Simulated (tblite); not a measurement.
# H5O3: the cost of one run

Computed with tblite 0.8.0 and PySCF 2.14.0; each step states its level. No surroundings beyond the atoms listed, unless a continuum is named. Atoms count from 0, parts from 1.

## (1) The system as given

8 atoms, charge -1, multiplicity 1; geometry: rigid parts in contact. Parts: 1 = atoms 0–1, `[OH-]`, charge -1; 2 = atoms 2–4, `O`, charge 0; 3 = atoms 5–7, `O`, charge 0.

## (2) Docking the parts with GFN2-xTB

The job: settings as JSON, then the geometry in Å.

```
{"job": {"kind": "dock", "xc": "GFN2-xTB", "basis": "xTB"}, "charge": -1, "multiplicity": 1, "parts": [{"atoms": "0-1", "charge": -1, "multiplicity": 1}, {"atoms": "2-4", "charge": 0, "multiplicity": 1}, {"atoms": "5-7", "charge": 0, "multiplicity": 1}]}
O      0.626615     0.502949     0.057088
H     -0.163710     0.169100    -0.379496
O     -0.142849     1.740055     2.054644
H      0.201454     1.205910     1.081285
H     -0.338148     0.974036     2.598754
O      2.683998     2.066150     0.527764
H      2.185381     2.320461     1.315480
H      2.056496     1.417721     0.140748
```

Level: GFN2-xTB search for minima from random contacts, gas phase.

On the command line:

```
$ OMP_NUM_THREADS=1 python cluster_run.py task.json out
```

One launch serves the whole session: the jobs run in the order shown.

Q: Estimate the wall time of this first job on 1 thread of Arm Neoverse V2, shared host.

About 1.1 s.
